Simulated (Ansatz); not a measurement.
`C#CCO` + `[OH]`• → `C#CC[O]`• + H₂O at 500 K and 1 bar (hydrogen abstraction from the O–H bond).

Program: Ansatz. Geometries: PBE0-D4/def2-TZVP. ΔE: electronic, gas phase. CCSD(T)/CBS adds triple-zeta CCSD(T) − MP2 to the extrapolated MP2 energy (def2 sets, frozen cores). This one scheme is used for every species. No spin–orbit coupling; open shells (•) take unrestricted orbitals. One conformer a species, not always the lowest.

```
   species  CCSD(T)/CBS energy (Eh)  H − E (kJ/mol)  S (J/(mol·K))
   `C#CCO`               -191.65368           193.9          329.2
   `[OH]`•                -75.67771            37.0          199.0
`C#CC[O]`•               -190.96923           153.3          326.8
       H₂O                -76.37941            73.2          206.3
```

H − E and S are ideal-gas, rigid-rotor, harmonic terms from PBE0-D4/def2-TZVP, for one conformer and one mirror image of each species, with the whole ground term of open shells counted as degenerate. 1 Eh = 2625.50 kJ/mol, R = 8.31446 J/(mol·K).

Problem. By hand: ΔE, ΔH, ΔS and ΔG.

Solution. ΔE = (-190.96923) + (-76.37941) − (-191.65368) − (-75.67771) = -0.01725 Eh = -45.3 kJ/mol. Δ(H − E) = 153.3 + 73.2 − 193.9 − 37.0 = -4.4, so ΔH = -49.7 kJ/mol. ΔS = 326.8 + 206.3 − 329.2 − 199.0 = 4.9 J/(mol·K). ΔG = -49.7 − 500 × (4.9)/1000 = -52.2 kJ/mol.

Problem. By hand: the equilibrium constant, and the temperature at which ΔG would vanish if ΔH and ΔS stayed fixed.

Solution. log₁₀ K = −ΔG/(RT ln 10) = 5.5. ΔH and −TΔS have one sign here, so there is no such temperature. One of them is within its doubt of zero, so this could turn.

The number of gas molecules stays the same, so ΔS is small and ΔH decides. A doubt of 5 kJ/mol in ΔE shifts log₁₀ K by 0.5 here. Other conformers and mirror images would add mixing entropy, several J/(mol·K) or more a flexible species. These are equilibria of isolated gas molecules and say nothing of rates. Largest T1 diagnostic: 0.019 (customary marks: 0.02 for closed shells, 0.045 for open ones).
